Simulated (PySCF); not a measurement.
One of the candidates below gave these computed data.

All candidates are C4H5NS.

| technique | computed result |
| --- | --- |
| 13C NMR | chemical shifts (computed TMS as zero) by class: 165.9 (1 C), 163.1 (1 C), 123.6 (1 C), 20.0 (1 C) ppm [GIAO B3LYP/pcSseg-2] |
| Rotational structure | rotational constants A, B, C: 7.338, 2.530, 1.904 GHz [PBE0-D3(BJ)/def2-SVP] |
| Polarisability | 70.5 au [PBE0/def2-SVPD] |
| Triplet | lowest triplet excitation (Tamm–Dancoff): 3.75 eV [TDA PBE0/def2-SVPD] |
| Valence photoelectron | vertical ionisation energy: 9.03 eV [ΔSCF PBE0/def2-SVPD] |
| UV, strongest line | among the 10 lowest singlet transitions: S10 at 7.45 eV (166 nm, f = 0.353) [TDDFT PBE0/def2-SVPD] |
| Dipole | 1.28 D [PBE0/def2-SVPD] |
| UV, first state | lowest singlet excitation: 5.44 eV (228 nm, f = 0.000) [TDDFT PBE0/def2-SVPD] |
| NMR, other nuclei | isotropic shieldings of nuclei other than C and H, by class: -116 (1 N), 187 (1 S) ppm [GIAO B3LYP/pcSseg-2] |
| 1H NMR | chemical shifts (computed TMS as zero) by class: 8.57 (1 H), 6.84 (1 H), 2.55 (3 H) ppm [GIAO B3LYP/pcSseg-2] |

Electronic properties: PySCF, gas phase, density fitting. Levels stand in brackets. Geometry: PBE0-D3(BJ)/def2-SVP; no solvent, vibrations or thermal averaging. NMR values are class means; diastereotopic atoms form classes of their own.

Task: Which candidate is it?
A. `CC(=S)CC#N`
B. `Nc1cccs1`
C. `Cc1cscn1`

Result: C. It is `Cc1cscn1`. Numbering: `[CH3:1][c:2]1[cH:3][s:4][cH:5][n:6]1`. Its formula, C4H5NS, gives 3 degrees of unsaturation: 1 ring and 2 π bonds in the structure found (Kekulé form). 4 carbons fall into 4 classes; from least to most shielded: substituted aromatic carbon [C2] (165.9 ppm), aromatic CH next to a ring nitrogen [C5] (163.1 ppm), aromatic CH next to a ring sulfur [C3] (123.6 ppm), benzylic-type carbon [C1] (20.0 ppm). Hydrogen classes from least to most shielded: 1 H on an aromatic CH next to a ring nitrogen, C5 (8.57 ppm), 1 H on an aromatic CH next to a ring sulfur, C3 (6.84 ppm), 3 H on a benzylic-type carbon, C1 (2.55 ppm). The other shieldings belong to: -116 ppm, pyridine-type nitrogen [N6]; 187 ppm, thiophene-type sulfur [S4]. S1 is mainly HOMO−1→LUMO (weight 0.99); the largest Löwdin shares of the orbital it empties are 0.62 on the pyridine-type nitrogen, 0.14 on the thiophene-type sulfur, 0.09 on the aromatic CH next to a ring nitrogen and 0.08 on the substituted aromatic carbon, of the orbital it fills 0.26 on the aromatic CH next to a ring nitrogen, 0.25 on the thiophene-type sulfur, 0.17 on the aromatic CH next to a ring sulfur and 0.17 on the pyridine-type nitrogen. The first electron is taken from the HOMO, whose largest Löwdin shares are 0.26 on the aromatic CH next to a ring sulfur, 0.23 on the substituted aromatic carbon, 0.18 on the aromatic CH next to a ring nitrogen and 0.15 on the thiophene-type sulfur. The optimised geometry has point group Cs and is an asymmetric top.

The others, at the same levels:
- `CC(=S)CC#N` fails: its computed lowest singlet excitation is 2.55 eV (486 nm, f = 0.000) (against 5.44 eV), static isotropic polarisability is 73.3 au (against 70.5 au) and rotational constant A is 6.817 GHz (against 7.338 GHz).
- `Nc1cccs1` fails: its computed lowest singlet excitation is 4.65 eV (267 nm, f = 0.009) (against 5.44 eV), vertical ionisation energy is 7.65 eV (against 9.03 eV) and lowest triplet excitation (Tamm–Dancoff) is 3.33 eV (against 3.75 eV).

Each candidate is one conformer, not necessarily the lowest. The conformers computed, where there is a choice (atom-mapped SMILES and torsion angles):
- `[CH3:1][C:2](=[S:3])[CH2:4][C:5]#[N:6]`: C1–C2–C4–C5 -39°
- `[NH2:1][c:2]1[cH:3][cH:4][cH:5][s:6]1`: H–N1–C2–C3 -22°, H–N1–C2–C3 -153°
